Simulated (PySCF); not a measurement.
AlP⁻: frontier orbitals

PBE0 at R = 2.144 Å; PySCF, no relativity, basis sets Al aug-cc-pV(D+d)Z, P aug-cc-pV(D+d)Z. State: ²Σ⁺ (doublet), unpaired electrons σ ↑. Only the outer orbitals are listed, counted within each symmetry.

```csv
spin,orbital,occ.,ε (eV),on Al (%),main shells (%)
α,7σ,1,-10.08,19,"80 P s, 13 Al s"
α,8σ,1,-4.01,64,"62 Al s, 26 P p, 10 P s"
α,9σ,1,-1.20,60,"40 Al p, 36 P p, 19 Al s"
α,3π,1,-0.61,25,"74 P p, 24 Al p"
α,3π,1,-0.61,25,"74 P p, 24 Al p"
α,4π,0,2.83,105,102 Al p
α,4π,0,2.83,105,102 Al p
β,7σ,1,-9.38,20,"79 P s, 14 Al s"
β,8σ,1,-3.04,67,"65 Al s, 22 P p, 11 P s"
β,3π,1,-0.48,27,"72 P p, 25 Al p"
β,3π,1,-0.48,27,"72 P p, 25 Al p"
β,9σ,0,1.42,67,"34 P p, 33 Al p, 33 Al s"
```

Q: Which are the highest filled and the lowest empty level, where do they sit, and how wide is the gap?

A: Highest filled β 3π at -0.48 eV (in %: 72 P p, 25 Al p); lowest empty β 9σ at 1.42 eV (in %: 34 P p, 33 Al p, 33 Al s); the gap at PBE0 is 1.90 eV. An empty level above zero is unbound, and its energy depends on the basis.

- bond order (Mayer): 2.35
- ⟨S²⟩: 0.761
- charge on Al (Mulliken, basis-dependent): -0.37
- charge on Al (Löwdin, basis-dependent): -0.25
- dipole moment (positive dipole points towards P; it is taken about the centre of mass and depends on that origin): -1.72 D
- polarisability along the bond: 167.5 bohr³
- polarisability across the bond: 223.2 bohr³

Shares are Mulliken populations and can fall outside 0 to 100 %.

The state is the lowest determinant that a PBE0 search found; another state may lie lower at other levels.
